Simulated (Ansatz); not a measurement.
This geometry of H + H4Si (6 atoms, charge 0, multiplicity 2) is a first-order saddle point.

Theory: UKS PBE0-D4/def2-SVP (Ansatz 0.2.0).

```xyz
6
Properties=species:S:1:pos:R:3
Si 0.001 0.000 -0.012
H 0.003 0.000 1.542
H 1.412 0.000 -0.499
H -0.706 1.223 -0.495
H -0.706 -1.223 -0.495
H -0.004 0.000 2.879
```

Question: Which two structures does it join? (They come from a converged band through this point; their orientation in space is the band's.)

Answer: Bonds broken: Si1–H2. Bonds formed: H2–H6. H + H4Si becomes H2 + H3Si.

First end point:

```xyz
6
Properties=species:S:1:pos:R:3
Si 0.000 0.000 -0.244
H 0.000 0.000 1.249
H 1.407 0.000 -0.744
H -0.703 1.218 -0.745
H -0.703 -1.218 -0.745
H 0.000 0.000 4.150
```

Last end point:

```xyz
6
Properties=species:S:1:pos:R:3
Si 0.001 0.000 -0.531
H 0.000 0.000 2.812
H 1.425 0.000 -0.979
H -0.712 1.234 -0.978
H -0.712 -1.234 -0.978
H 0.000 0.000 3.575
```

Question: How far does it lie above each of them?

Answer: 2.0 kcal/mol above the first and 13.2 kcal/mol above the second. This is the barrier of this one path; another mechanism may lie lower.

Time of the run: 38 s on 1 thread of AMD EPYC 7R13 Processor (Zen 3) (shared host), peak memory 0.11 GiB.
